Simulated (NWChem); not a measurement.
A series in which one site is exchanged, each optimised at B3LYP/6-31G* with NWChem, gas phase unless a solvent is named. Pople sets run with spherical d functions. This build's default masses of Se (78.918 u) and Br (79.917 u) are each other's, which moves their modes by up to 0.6 %.

A: [SeH2] (H$_{2}$Se; site = Se)
B: O (H$_{2}$O; site = O)
C: [ZnH2] (ZnH$_{2}$; site = Zn)
D: [BeH2] (BeH$_{2}$; site = Be)

**Question.** Rank them by static polarisability, B3LYP/def2-SVPD (bohr³), lowest first.

**Answer.** B (9.7), D (20.3), C (28.6), A (31.8)
